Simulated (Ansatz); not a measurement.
The same path of CH6OSi + H (10 atoms, charge 0, multiplicity 2) was run 3 times with different band settings. Lost on the way: Si1–O9. Made: H2–O9.

All numbers below come from UKS PBE0-D4/6-31G* (Ansatz).

Relaxed end points:

```xyz
10
Properties=species:S:1:pos:R:3
Si 0.213 0.364 0.342
H -1.737 -2.616 1.668
H 1.661 0.682 0.137
C -0.855 1.712 -0.378
H -1.917 1.482 -0.244
H -0.652 2.673 0.106
H -0.664 1.825 -1.451
H -0.049 -0.937 -0.349
O -0.160 0.266 1.964
H 0.289 -0.430 2.458
```

```xyz
10
Properties=species:S:1:pos:R:3
Si 0.744 0.553 0.122
H -0.799 -0.527 2.621
H 2.010 1.144 -0.419
C -0.757 1.626 -0.249
H -1.639 1.171 0.210
H -0.631 2.635 0.156
H -0.921 1.710 -1.330
H 0.605 -0.830 -0.432
O -1.436 -0.823 1.958
H -1.049 -1.639 1.616
```

Common settings: climbing image yes; spring 5.0 eV/Å²; optimiser quadratic models (default); start path through a guess of the saddle point; iteration limit 60; end points relaxed.

| run | movable images | force threshold |
| --- | --- | --- |
| 1 | 5 | 0.05 eV/Å |
| 2 | 5 | 0.5 eV/Å |
| 3 | 3 | 0.05 eV/Å |

What does each run give, and how far can it be trusted?

Run 1: converged after 22 iterations, highest image 0.158 eV above the first end. The profile has 2 maxima (images 2, 4) with wells between them (image 3): this band takes more than one step, which may be the mechanism or a detour left from its start path. A vibrational analysis at the climbing image gives one clearly imaginary mode, 153i cm⁻¹, and a faint second one (21i cm⁻¹) that may be numerical noise or a soft torsion: probably a first-order saddle point.
Run 2: converged after 14 iterations, highest image 0.165 eV above the first end. The threshold of 0.5 eV/Å is loose, so the images may lie well off the minimum-energy path. The profile has 2 maxima (images 2, 4) with wells between them (image 3): this band takes more than one step, which may be the mechanism or a detour left from its start path. The order of the point at the top wasn't checked.
Run 3: converged after 26 iterations, highest image 0.135 eV above the first end. Beside the main top the profile has a ripple of under 15 meV (maxima at images 1, 3), which may be a very shallow well or noise. The order of the point at the top wasn't checked. So few images can step over the top or miss a turn of the path.
